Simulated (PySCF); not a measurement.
**Which basis set comes closest?**

Molecule: SMILES c1ccsc1, C$_{4}$H$_{4}$S.

Molfile (atoms numbered from 1):
```
C4H4S
     RDKit          3D

  9  9  0  0  0  0  0  0  0  0999 V2000
    0.8549    0.4840    0.1859 C   0  0  0  0  0  0  0  0  0  0  0  0
   -0.5289    0.8193    0.2196 C   0  0  0  0  0  0  0  0  0  0  0  0
   -1.3309   -0.2333   -0.1361 C   0  0  0  0  0  0  0  0  0  0  0  0
   -0.4080   -1.6313   -0.5115 S   0  0  0  0  0  0  0  0  0  0  0  0
    1.0686   -0.8150   -0.1947 C   0  0  0  0  0  0  0  0  0  0  0  0
    1.6602    1.1753    0.4378 H   0  0  0  0  0  0  0  0  0  0  0  0
   -0.9160    1.7997    0.5006 H   0  0  0  0  0  0  0  0  0  0  0  0
   -2.4181   -0.2616   -0.1966 H   0  0  0  0  0  0  0  0  0  0  0  0
    2.0181   -1.3371   -0.3051 H   0  0  0  0  0  0  0  0  0  0  0  0
  1  2  1  0
  2  3  2  0
  3  4  1  0
  4  5  1  0
  5  1  2  0
  1  6  1  0
  2  7  1  0
  3  8  1  0
  5  9  1  0
M  END
```

Geometry PBE0-D3(BJ)/def2-SVP throughout; GIAO in PySCF, gas phase, one conformer, non-relativistic; equivalent atoms averaged; functional PBE0.

Reference values (measured; solution, CS2 (90 %); H. L. Retcofsky, R. A. Friedel, J. Am. Chem. Soc. 94 (1972) 6579): δ(S4) = 220.0 ppm vs CS2. Computed shifts are taken against CS2, calculated as an isolated molecule at each level.

How do the basis sets STO-3G, 6-31G, pcSseg-0, 6-31G*, def2-SVP, cc-pVDZ, pcSseg-1, aug-cc-pVDZ, 6-311+G(2d,p), def2-TZVP, cc-pVTZ, IGLO-III, pcSseg-2 perform against the reference? Times are CPU seconds on shared hosts with different chips, so compare them loosely.

Results:


| basis set | functions | S4 | abs. error S | core-s |
| --- | --- | --- | --- | --- |
| STO-3G | 33 | 92.2 | 127.8 | 1.9 |
| 6-31G | 57 | 176.3 | 43.7 | 3.6 |
| pcSseg-0 | 57 | 196.6 | 23.4 | 3.9 |
| 6-31G* | 82 | 205.6 | 14.4 | 4.7 |
| def2-SVP | 94 | 217.6 | 2.4 | 4.8 |
| cc-pVDZ | 94 | 201.4 | 18.6 | 6.8 |
| pcSseg-1 | 112 | 220.6 | 0.6 | 5.4 |
| aug-cc-pVDZ | 155 | 218.6 | 1.4 | 13 |
| 6-311+G(2d,p) | 167 | 248.1 | 28.1 | 11 |
| def2-TZVP | 185 | 254.8 | 34.8 | 13 |
| cc-pVTZ | 210 | 224.2 | 4.2 | 19 |
| IGLO-III | 224 | 254.4 | 34.4 | 21 |
| pcSseg-2 | 243 | 245.5 | 25.5 | 15 |

For 33S the closest is pcSseg-1 (0.6 ppm) and the furthest STO-3G (127.8 ppm). Where a smaller basis beats a larger one, errors probably cancel; the largest sets show where the functional converges. One molecule is a small sample, and vibrational and solvent effects are absent from the calculation.

A small basis that lands close on one nucleus may do so by chance; judge by the trend and by all nuclei.
